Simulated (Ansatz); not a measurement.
**1T (CdI2-type) HfS₂: elastic constant C11 by level of theory**

No measured value is used here.

```json
[
 {"level (code)": "LDA (Ansatz)", "value (GPa)": "151", "cell (Å³/atom)": "20.74"},
 {"level (code)": "PBE (Ansatz)", "value (GPa)": "116", "cell (Å³/atom)": "26.42"},
 {"level (code)": "PBE-D3(BJ) (Ansatz)", "value (GPa)": "144", "cell (Å³/atom)": "21.65"}
]
```

Density-functional levels without +SOC have no spin–orbit coupling. LDA: LDA has no dispersion term either, though it tends to give short spacings of layers, chains or molecules. PBE: the cell comes from a level without a dispersion term, which matters for the spacing of layers, chains or molecules. PBE-D3(BJ): the dispersion coefficients are held fixed in the derivatives. Each level is taken at its own relaxed cell. Ansatz's density-functional and Hartree–Fock values are scalar-relativistic unless marked +SOC, with PAW data made under PBE.

Ansatz is a quantum-chemistry and plane-wave program.
